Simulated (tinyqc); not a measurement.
RHF in the sto-6g basis, for OH-, spin multiplicity 1, step by step. The basis has no diffuse functions, so it cannot describe the extra electron: this is an exercise in the method, not the real anion. One step of it, computed by the program tinyqc.

Task: Iteration 3: building the Fock matrix. J_ij = sum D_kl (ij|kl), K_ij = sum D_kl (ik|jl); F = H + J - 0.5 K; E = tr D H + tr D J / 2 - 0.25 tr D K + E_nn.

D after iteration 2, lower triangle:
```
            1O 1s      1O 2s     1O 2px     1O 2py    1O 2pz     2H 1s
1O 1s    2.111431
1O 2s   -0.497762   2.186914
1O 2px  -0.008283   0.073538   1.969903
1O 2py   0.022467  -0.199463   0.081634   1.778580
1O 2pz   0.039416  -0.294764   0.203929  -0.553131  0.755400
2H 1s    0.043026  -0.341654  -0.175771   0.476754  0.564366  1.313892
```

core Hamiltonian H = T + V (hartree), lower triangle:
```
             1O 1s      1O 2s     1O 2px     1O 2py     1O 2pz      2H 1s
1O 1s   -32.363452
1O 2s    -7.147237  -8.588977
1O 2px    0.000000   0.000000  -6.877093
1O 2py    0.000000   0.000000   0.000000  -6.877093
1O 2pz   -0.010044  -0.117996   0.000000   0.000000  -6.945478
2H 1s    -0.932706  -2.199923   0.000000   0.000000  -1.692958  -3.886532
```

Two-electron integrals (ij|kl) in chemists' order, unique and non-zero (hartree):
```
(11|11) 4.787491   (21|11) 0.675884   (21|21) 0.121505   (22|11) 1.117379
(22|21) 0.249212   (22|22) 0.817383   (31|31) 0.025762   (32|31) 0.039145
(32|32) 0.180664   (33|11) 1.117381   (33|21) 0.249212   (33|22) 0.817382
(33|33) 0.880663   (41|41) 0.025762   (42|41) 0.039145   (42|42) 0.180664
(43|43) 0.047461   (44|11) 1.117381   (44|21) 0.249212   (44|22) 0.817382
(44|33) 0.785741   (44|44) 0.880663   (51|51) 0.025762   (52|51) 0.039145
(52|52) 0.180664   (53|53) 0.047461   (54|54) 0.047461   (55|11) 1.117381
(55|21) 0.249212   (55|22) 0.817382   (55|33) 0.785741   (55|44) 0.785741
(55|55) 0.880663   (61|11) 0.093097   (61|21) 0.016057   (61|22) 0.032267
(61|33) 0.032199   (61|44) 0.032199   (61|51) 0.000788   (61|52) 0.001549
(61|55) 0.032403   (61|61) 0.002163   (62|11) 0.249778   (62|21) 0.056603
(62|22) 0.208573   (62|33) 0.204976   (62|44) 0.204976   (62|51) 0.004555
(62|52) 0.035050   (62|55) 0.215765   (62|61) 0.007538   (62|62) 0.069330
(63|31) 0.005971   (63|32) 0.034637   (63|53) 0.007063   (63|63) 0.009243
(64|41) 0.005971   (64|42) 0.034637   (64|54) 0.007063   (64|64) 0.009243
(65|11) 0.191716   (65|21) 0.044022   (65|22) 0.172868   (65|33) 0.165373
(65|44) 0.165373   (65|51) 0.008976   (65|52) 0.061311   (65|55) 0.187859
(65|61) 0.006100   (65|62) 0.069805   (65|65) 0.078589   (66|11) 0.426722
(66|21) 0.098476   (66|22) 0.417011   (66|33) 0.401681   (66|44) 0.401681
(66|51) 0.009187   (66|52) 0.099347   (66|55) 0.447671   (66|61) 0.013204
(66|62) 0.185113   (66|65) 0.211991   (66|66) 0.774999
```

nuclear repulsion = 3.45867458 hartree

Give: Coulomb J; exchange K; Fock matrix F; total energy of this density.

Result:

Coulomb J (hartree), lower triangle:
```
         1O 1s   1O 2s  1O 2px  1O 2py  1O 2pz  2H 1s
1O 1s   17.526
1O 2s    3.115   8.183
1O 2px   0.003   0.014   8.202
1O 2py  -0.009  -0.037   0.008   8.184
1O 2pz  -0.002   0.072   0.017  -0.046   8.165
2H 1s    0.415   2.113   0.005  -0.013   1.785  4.633
```

exchange K (hartree), lower triangle:
```
         1O 1s   1O 2s  1O 2px  1O 2py  1O 2pz  2H 1s
1O 1s    9.818
1O 2s    1.526   2.603
1O 2px   0.005   0.029   2.263
1O 2py  -0.014  -0.078   0.068   2.103
1O 2pz  -0.016  -0.104   0.140  -0.379   1.528
2H 1s    0.219   0.740  -0.020   0.054   0.682  1.334
```

Fock matrix F (hartree), lower triangle:
```
          1O 1s   1O 2s  1O 2px  1O 2py  1O 2pz  2H 1s
1O 1s   -19.746
1O 2s    -4.795  -1.707
1O 2px    0.001  -0.001   0.193
1O 2py   -0.002   0.002  -0.026   0.255
1O 2pz   -0.004   0.006  -0.053   0.144   0.455
2H 1s    -0.627  -0.456   0.015  -0.039  -0.249  0.080
```

total energy of this density = -74.62982 hartree

This density is a damped mixture and is not idempotent.
